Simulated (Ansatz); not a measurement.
Predict the output of the script below (Ansatz 0.2.0 through its Python package).

`c4h7n.xyz`
```text
12

C    -1.21230   -0.44700    0.29090
C     0.03650    0.39280    0.23750
C     1.19870   -0.52550   -0.02010
C     0.04680    1.44360   -0.80970
N    -0.07820    2.24410   -1.64480
H    -2.11650    0.26950    0.47520
H    -1.42190   -0.91090   -0.66840
H    -1.19020   -1.14210    1.06310
H     0.18000    0.90150    1.25290
H     2.17230    0.04000    0.00930
H     1.13870   -1.04300   -0.94850
H     1.32320   -1.27820    0.79670
```

The script, `run_energy.py`:
```python
# -*- coding: utf-8 -*-
"""Single point of C4H7N."""

import logging
import sys

import ansatz as az

logging.basicConfig(stream=sys.stdout, format="%(levelname)s:%(name)s:%(message)s")
log = logging.getLogger("calc")
log.setLevel(logging.INFO)


def main():
    geometry = az.Crystal.molecule_from_extxyz("c4h7n.xyz")

    calculation = (
        geometry.calculation()
        .basis(gaussian="def2-TZVP")
        .functional("hf")
    )
    try:
        r = calculation.run().report
    except az.AnsatzError as error:
        sys.exit(f"{type(error).__name__}: {error}")

    log.info(f"E = {r['free_energy_ev']:.6f} eV = {r['free_energy_ev'] / 27.211386246:.7f} Ha")
    print("converged:", r["converged"], " doubts:", r["published_state_doubts"] or "none")


if __name__ == "__main__":
    main()
```

```console
$ python run_energy.py
INFO:calc:E = -5715.955848 eV = -210.0575030 Ha
converged: True  doubts: none
```

What to keep in mind:
- Total energies depend on the basis set; only differences at equal settings carry meaning.
- The geometry is a force-field or estimated start, not a minimum of this method, and the basis set is short of its limit.
- Run time: 2.1 s on 1 thread of Intel(R) Xeon(R) Platinum 8488C (Sapphire Rapids), with other jobs on the host, peak memory 0.37 GiB.

(A comment or docstring line of the script was reworded after the run, the code is as it ran; lines on the test bed's own set-up are left out of the output.)
